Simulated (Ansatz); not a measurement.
**AlPH2 (triplet): from a generated start to a stationary point**

Where does this start of AlPH2 (triplet) end when it is relaxed?

Program: Ansatz 0.2.0, Gaussian basis. Level of theory: UKS PBE0/def2-TZVP. These are calculated values, not measurements.

### 1 The starting structure

4 atoms, charge 0, spin multiplicity 3.

Atoms are counted from 1 here; the program's logs count them from 0.

Bond lengths: Al1–P2 2.313 Å, P2–H3 1.408 Å, P2–H4 1.408 Å. Angles: Al1–P2–H3 136.2°, Al1–P2–H4 136.2°, H3–P2–H4 87.6°.

As a file:

```
Al   -1.30669    0.00784   -0.00203
P     1.00663   -0.00604    0.00157
H     2.02850    0.96201    0.00276
H     2.01682   -0.98626    0.00353
```

The start was built by rule and, where that kept it together, relaxed with GFN2-xTB. Sticks and bond lists go by distance. 

### 2 Relaxation

Input file in.yaml:

```yaml
crystal:
  periodic: [false, false, false]
  atoms:
    - {symbol: Al, position_ang: [-1.306689, 0.007836, -0.002033]}
    - {symbol: P, position_ang: [1.006628, -0.006036, 0.001566]}
    - {symbol: H, position_ang: [2.028500, 0.962007, 0.002764]}
    - {symbol: H, position_ang: [2.016816, -0.986264, 0.003530]}
basis:
  gaussian: {orbitals: def2-TZVP}
magnetization: {spin_polarized: true, initial_magnetization: 2}
hamiltonian: {xc: pbe0}
relax: {f_tol: 0.004, max_steps: 80}
```

The run is started by

```console
$ ansatz run in.yaml --threads 1 --pin off --events-out ev --progress --plain --max-ram 2176MiB
```

What does the calculation give? Wanted: energy gained; shift from the start; total energy; dipole moment; ⟨S²⟩.

As calculated:

| quantity | value |
| --- | --- |
| steps | 7 |
| energy gained | 0.200 eV |
| shift from the start (rms) | 0.120 Å |
| total energy | -15908.9691 eV |
| dipole moment | 2.15 D |
| ⟨S²⟩ | 2.020 |

**Reading.** The bonds of the start are those of the end. Al1–P2 went from 2.313 to 2.589 Å. No vibrations were run, so this is a stationary point, not a proven minimum, and this spin need not be the ground state's.
